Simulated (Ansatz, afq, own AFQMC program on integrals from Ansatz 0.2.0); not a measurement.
AlH3⁺, doublet in cc-pVDZ, levels against full CI

```csv
atom,x (Å),y (Å),z (Å)
Al,0.0000,0.1146,0.0000
H,0.0000,0.4537,-3.1117
H,0.0000,0.4537,3.1117
H,0.0000,-3.9760,0.0000
```

Basis cc-pVDZ. Only valence electrons are correlated. Ansatz 0.2.0 and our own AFQMC program on the same integrals; the CISD trial comes from CCSD amplitudes, and released means the phaseless constraint is let go. ± is one standard error of the sampling.

Determinant: UHF, the one that the program's search chose, which needn't be the lowest solution. The geometry is a point of a scan.

Full CI on the same integrals is exact in this basis and with this determinant's frozen core.

Cautions: unrestricted determinant spin contaminated (⟨S²⟩ 1.76 against 0.75); the next higher spin lies close (full CI puts it 15 meV above); walk and cluster series may follow different spin states.

- T1 diagnostic: 0.0127
- weight of the determinant in the CISD state: 0.935
- ⟨S²⟩ of the determinant: 1.759
- size of the correlated space: 5 electrons in 28 orbitals

```tsv
level	correlation energy (eV)
MP2	-0.6941
CCSD	-1.0703
CCSD(T)	-1.0725
```

Question: Estimate where AFQMC with the constraint released lies against CCSD(T) on the same integrals.

Answer: 0.9 ± 0.04 kJ/mol below CCSD(T).

Reference: full CI, correlation energy -1.080 eV. The released energy is read at 2.40 1/Eh (meV from the phaseless value at times in 1/Eh: -1.5 ± 1.5 at 0.24, -0.1 ± 0.7 at 0.51, -0.4 ± 0.5 at 0.99, -1.3 ± 1.1 at 1.62, -0.7 ± 0.4 at 2.40). The cautions show a poor starting determinant, so the rows tell how each method copes with it here, and full CI is the sure value.

| level | E − E(reference) (kJ/mol) | share of correlation (%) |
| --- | --- | --- |
| CCSD(T) | 0.7 | 99.29 |
| CCSDT | 0.2 | 99.78 |
| CCSDT(Q) | 0.1 | 99.91 |
| CCSDTQ | 1.5 | 98.59 |
| ph-AFQMC/HF | -0.4 ± 1.0 | 100.39 |
| ph-AFQMC/CISD | -0.1 ± 0.07 | 100.05 |
| released AFQMC | -0.1 ± 0.04 | 100.12 |

CCSDT and higher add their correlation energy to the determinant of the CCSD(T) run, since their own runs factorise the integrals more tightly (a shift of under 2 meV). Released energies are given only where the last usable release times agree within the noise; a slower fall can still hide under it.
